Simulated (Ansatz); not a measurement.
# BN+ (quartet): from Hartree-Fock to the top rungs, def2-QZVPP

An exercise on one series of results from a longer session: the logs are not shown, and one member is left open.

Method: def2-QZVPP, core rule «outside noble gas», up to 2 orbitals frozen; program: Ansatz 0.2.0, Gaussian basis.

The runs, in order: UHF; ROHF; CCSD(T) on UHF.

## The system

The geometry is a PBE0/def2-TZVP stationary point (not a proven minimum).

2 atoms, charge 1, spin multiplicity 4.

Atoms are counted from 1 here; the program's logs count them from 0.

Bond lengths: B1–N2 1.435 Å.

The first run:

in.yaml

```yaml
crystal:
  periodic: [false, false, false]
  atoms:
    - {symbol: B, position_ang: [0.000000, 0.000000, 0.000000]}
    - {symbol: N, position_ang: [0.000000, 0.000000, 1.435100]}
basis:
  gaussian: {orbitals: "def2-QZVPP.json"}
total_charge: 1
magnetization: {spin_polarized: true, initial_magnetization: 3}
hamiltonian: {xc: hf}
output: {orbitals: {seedname: orbitals}}
```

On the command line:

```sh
$ ansatz run in.yaml --threads 1 --pin off --events-out ev --progress --plain --max-ram 2393MiB
```

Steps of the session up to this table: UHF; ROHF; CCSD(T) on UHF.

One of the session's tables, all rows but one given; the rest of the session is left out.

| method | from UCCSD(T) (kcal/mol) |
| --- | --- |
| ROHF | +127.99 |
| UHF | +124.53 |
| UMP2 | ? |
| UCCSD | +5.29 |
| UCCSD(T) | 0 |

Q: Estimate the row for UMP2 from the others.

**Answer.** from UCCSD(T) (kcal/mol): +19.26. In the column «from UCCSD(T) (kcal/mol)» it lies between UCCSD (+5.29) and UHF (+124.53).
